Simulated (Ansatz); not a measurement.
A calculation with Ansatz (development build ahead of 0.2.0).

```yaml
crystal:
  periodic: [false, false, false]
  atoms:
    - { symbol: C, position_ang: [-0.10732, 0.55007, -2.0e-05] }
    - { symbol: C, position_ang: [1.19345, -0.22297, -7.0e-05] }
    - { symbol: H, position_ang: [-0.20208, 1.1783, 0.89067] }
    - { symbol: H, position_ang: [-0.2025, 1.17945, -0.8899] }
    - { symbol: H, position_ang: [1.26427, -0.85758, -0.88618] }
    - { symbol: H, position_ang: [2.04391, 0.46538, 0.00014] }
    - { symbol: H, position_ang: [1.2641, -0.85778, 0.88603] }
    - { symbol: F, position_ang: [-1.18716, -0.34115, -3.0e-05] }
basis:
  gaussian: { orbitals: cc-pVTZ }
hamiltonian:
  xc: hf
correlation:
  method: mp2
  frozen_orbitals: { C: 1, F: 1, H: 0 }
```

The input is written out in the form of the current development build from the run's settings.

Results

```yaml
Converged: yes
Reference_energy: -178.14897 hartree
Correlation_energy: -0.60724 hartree
Total_energy: -178.75621 hartree
Spin_squared_of_the_determinant: 0.000
Stability_test: minimum among restricted orbitals
```
